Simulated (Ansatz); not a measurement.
```xyz
4

H     0.3700    0.0000    4.3000
H    -0.3700    0.0000    4.3000
Li    1.3400    0.0000    0.0000
Li   -1.3400    0.0000    0.0000
```

RHF on singlet Li2H2 in separate pieces was run in several spherical basis sets with Ansatz (development build ahead of 0.2.0).

(1) Rank the basis sets by the total energy that they give, lowest first, with the distance from the lowest.
A. 6-31G
B. cc-pVDZ
C. def2-SVP

Results:

(1) B (0.00 eV), A (0.15 eV), C (0.38 eV).

Totals follow the description of the cores as much as that of the bonds, so this order isn't one of quality for chemistry.
